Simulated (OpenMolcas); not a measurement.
# A OpenMolcas job on P3H3 (SMILES [pH]1[pH][pH]1)

Aim: the vertical excitations of P3H3.

Program for the calculation: OpenMolcas 26.06.

2 further runs of the same task are left out: 2 set aside as unsound or not needed.

## (1) The system as given

P3H3: 6 atoms, total charge 0, spin state singlet. As SMILES, `[pH]1[pH][pH]1`. The shape is that of a GFN2-xTB optimisation.

Bond lengths: P1–P2 2.194 Å, P1–P3 2.194 Å, P2–P3 2.194 Å, P1–H4 1.401 Å, P2–H5 1.401 Å, P3–H6 1.401 Å. Angles: P1–P2–P3 60.0°, P2–P1–P3 60.0°, P1–P3–P2 60.0°, P1–P2–H5 97.5°, P3–P2–H5 97.5°, P2–P1–H4 97.5°, P3–P1–H4 97.5°, P1–P3–H6 97.4°, P2–P3–H6 97.5°.

## (2) The run

File step16.input:

```
>>> EXPORT MOLCAS_PRINT=2

&GATEWAY
 BASISSET
 P.ANO-XS-VDZ....
 P1 -0.883160 -1.010910 -0.530650 angstrom
 P2 1.264940 -0.613230 -0.328840 angstrom
 P3 -0.065040 -0.357260 1.397420 angstrom
 End of Basis
 BASISSET
 H.ANO-XS-VDZ....
 H4 -1.258410 0.252050 -1.006560 angstrom
 H5 1.246420 0.715670 -0.771860 angstrom
 H6 -0.304750 1.013670 1.240500 angstrom
 End of Basis
 RICD

&SEWARD
 RELATIVISTIC=R02E00

&RASSCF
 FILEORB=$CurrDir/step2.RasOrb
 SPIN=1
 NACTEL=10 0 0
 INACTIVE=19
 RAS2=55
 CIROOT=6 6 1
 ORBLISTING=Nothing
 ORBAPPEAR=Compact

&CASPT2
 MULTISTATE=all
```

Started as:

```bash
$ export MOLCAS_MEM=1860
$ pymolcas step16.input > step16.log
```

What it wrote:

```text
--- Start Module: gateway ---

                                              &GATEWAY

                       available to each process: 1.9 GB of memory, 1 thread

++    Symmetry information:
      ---------------------

                    Character Table for C1

                             E
                    a        1  x, y, xy, Rz, z, xz, Ry, yz, Rx, I
--

++    Basis set information:
      ----------------------

      Basis set label: P.ANO-XS...4S3P.

      Electronic valence basis set:
      ------------------
      Associated Effective Charge  15.000000 au
      Associated Actual Charge     15.000000 au
      Nuclear Model: Finite nucleus - Gaussian distribution
        Gaussian exponent, Xi/bohr**(-2):  4.11175E+08

      Shell  nPrim  nBasis  Cartesian Spherical Contaminant
         s      11       4        X
         p       7       3        X

      Basis set label: H.ANO-XS...2S.

      Electronic valence basis set:
      ------------------
      Associated Effective Charge   1.000000 au
      Associated Actual Charge      1.000000 au
      Nuclear Model: Finite nucleus - Gaussian distribution
        Gaussian exponent, Xi/bohr**(-2):  2.12482E+09

      Shell  nPrim  nBasis  Cartesian Spherical Contaminant
         s       4       2        X
--

[... 69 lines left out ...]
                   Integrals are discarded if absolute value <: 1.00E-14
                   Integral cutoff threshold is set to       <: 1.00E-16

            Nuclear Potential Energy            197.72710641 au

      Basis set specifications :
      Symmetry species         a
      Basis functions           45

--- Stop Module: seward /rc=_RC_ALL_IS_WELL_ ---

--- Start Module: rasscf ---

                                              &RASSCF

                       available to each process: 1.9 GB of memory, 1 thread

 ****************** ERROR *******************
 ###############################################################################
 ###    ERROR: Erroneous nr of orbitals.                                     ###
 ###############################################################################
 Inappropriate nr of orbitals. One or more of
 these orbital counts is wrong or too large.
  Negative values.
    All orbitals:  45
          Frozen:   0
        Inactive:  19
          Active:  55
           RAS-1:   0
           RAS-2:  55
           RAS-3:   0
       Secondary: -29
         Deleted:   0
 Basis functions:  45
  Have you used a too small basis set?
 ********************************************
--- Stop Module: rasscf /rc=_RC_INPUT_ERROR_ ---

.####################.
.# User input error #.
.####################.

    Timing: Wall=1.56 User=1.25 System=0.23
```

Wall time 1.9 s (1 thread of Arm Neoverse N1, shared host); peak memory 0.085 GiB.

## (3) What went wrong

The job stopped with an error part of the way.

The telling line is `ERROR: Erroneous nr of orbitals.`. The fault: the active space holds more orbitals than the basis has.
